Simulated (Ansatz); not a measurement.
Relaxation of ClH5Si2 (8 atoms, charge 0, multiplicity 1), to a largest force component of 0.02 eV/Å in at most 40 steps.

Method: Ansatz, RKS PBE/def2-SVP.

```xyz
8
Properties=species:S:1:pos:R:3
Si -0.662 0.820 -0.364
Si 0.557 -0.918 0.326
Cl 2.398 -0.311 0.901
H -1.989 0.419 -0.803
H -0.082 1.546 -1.556
H -0.892 1.880 0.711
H -0.030 -1.597 1.499
H 0.792 -1.895 -0.769
```

**Question.** Where does it end, and by what steps?

**Answer.** The forces met the threshold. After 4 steps the energy has fallen by 0.222 eV; Cl3 moved furthest, 0.10 Å.

```csv
step,energy less start (eV),largest force component (eV/Å),accepted
0,0.0000,2.037,yes
1,-0.1971,0.508,yes
2,-0.2206,0.064,yes
3,-0.2216,0.021,yes
4,-0.2219,0.013,yes
```

```xyz
8
Properties=species:S:1:pos:R:3
Si -0.706 0.886 -0.390
Si 0.583 -0.945 0.331
Cl 2.465 -0.246 0.919
H -2.067 0.401 -0.817
H -0.033 1.556 -1.556
H -0.864 1.877 0.730
H -0.057 -1.639 1.502
H 0.771 -1.948 -0.775
```

Whether the end is a true minimum wasn't checked by a vibrational analysis.

The run took 12 s on 1 thread of Intel(R) Xeon(R) Platinum 8259CL CPU @ 2.50GHz (Skylake/Cascade Lake), on a shared host, peak memory 0.16 GiB.
